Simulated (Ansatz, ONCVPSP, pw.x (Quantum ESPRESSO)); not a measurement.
**Hf (Z = 72) (fcc): variants of one ONCV potential in the solid**

ONCVPSP 4.0.1.1 (patched build) input, shortened (lines: element, Z, core and valence counts, functional; n l f; lmax; l rc ep ncon nbas qcut; lloc lpopt rc5 dvloc0; l nproj debl; icmod fcfact rcfact), LDA (Perdew-Wang 92), scalar-relativistic:

```
  Hf 72.00   10    4  -001012      upf
    1    0    2.00
    2    0    2.00
    2    1    6.00
    3    0    2.00
    3    1    6.00
    3    2   10.00
    4    0    2.00
    4    1    6.00
    4    2   10.00
    4    3   14.00
    5    0    2.00
    5    1    6.00
    5    2    2.00
    6    0    1.75
    2
    0    1.85    0.00    3    7    5.30
    1    2.20    0.00    4    8    5.00
    2    3.20    0.00    4    8    5.30
    4    4    1.55   -1.00
    0    3    0.60
    1    2    3.70
    2    2    1.10
    3    2.50    1.10
```

Crystal test: fcc Hf in pw.x 7.5, no spin, 13³ k-points, Fermi–Dirac smearing 0.01 Ry, cutoffs set for each file from its atomic test. The reference is all-electron LAPW (Ansatz 0.2.0) with the same functional, mesh and smearing; V0 and B0 come from Birch–Murnaghan fits to the pressures at five volumes. Errors are pseudo minus all-electron; Δ is the rms difference of the E(V) curves that follow from these fits, minima aligned, over ±6 % about the mean V0. Mesh and smearing are coarse, so the numbers serve the comparison and aren't converged zero-temperature values; the lattice is a test structure that the element need not adopt.

All-electron: a0 = 4.367 Å (V0 = 20.82 Å³/atom), B0 = 114.6 GPa.

Base: The largest radius (3.20 bohr) exceeds half the bond length (2.91 bohr), so the spheres overlap, which is one possible source of error among others. This is a poor potential for the solid.

```tsv
change	cutoffs (Ry)	pw.x	a0 (Å)	a0 error (%)	B0 error (%)	Δ (meV/atom)	mean pressure error (GPa)
base	50/200	converged	4.323	-1.00	-4.4	15.3	-3.26
local potential polynomial inside 1.55 bohr (lpopt 4, dvloc0 -2 Ha)	50/200	converged	4.322	-1.04	-4.5	15.9	-3.37
local potential polynomial inside 1.80 bohr (lpopt 4, dvloc0 -1 Ha)	50/200	converged	4.296	-1.62	+0.4	25.0	-5.33
local potential polynomial inside 1.30 bohr (lpopt 5, dvloc0 0 Ha)	50/200	converged	4.321	-1.05	-4.5	16.1	-3.42
reference 5s2 5p6 5d2.5 6s1.5	50/200	converged	4.324	-0.98	-4.4	15.1	-3.21
```

Question: Give the row for: d: rc 3.26.

Answer: pw.x: converged; mean pressure error (GPa): -3.32; a0 (Å): 4.322; a0 error (%): -1.02; B0 error (%): -4.7; Δ (meV/atom): 15.6.
